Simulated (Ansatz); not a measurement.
A run of Ansatz (development build ahead of 0.2.0) on singlet SiH4 at this shape:

```yaml
atoms:
  - { symbol: Si, position_ang: [0.0006, -0.0015, 0.0500] }
  - { symbol: H, position_ang: [0.8608, 0.8541, 0.9113] }
  - { symbol: H, position_ang: [0.8741, -0.8772, -0.9079] }
  - { symbol: H, position_ang: [-0.8923, 0.8317, -0.8877] }
  - { symbol: H, position_ang: [-0.8579, -0.8946, 0.8995] }
```

Its results:

- Converged: yes
- Reference energy: -291.25315 hartree
- Correlation energy: -0.13120 hartree
- Total energy: -291.38435 hartree
- Spin squared of the determinant: 0.000

Which input gives this output? Name the method, the orbitals and the basis set, and write the input.

RHF-MP2 in def2-TZVP. An unrestricted run that stays on the closed shell gives the same numbers.

```yaml
crystal:
  periodic: [false, false, false]
  atoms:
    - { symbol: Si, position_ang: [0.00065, -0.00147, 0.04997] }
    - { symbol: H, position_ang: [0.86083, 0.85412, 0.91125] }
    - { symbol: H, position_ang: [0.87413, -0.87723, -0.90785] }
    - { symbol: H, position_ang: [-0.89228, 0.83174, -0.88771] }
    - { symbol: H, position_ang: [-0.85795, -0.89456, 0.8995] }
basis:
  gaussian: { orbitals: def2-TZVP }
hamiltonian:
  xc: hf
correlation:
  method: mp2
  frozen_orbitals: { H: 0, Si: 5 }
```
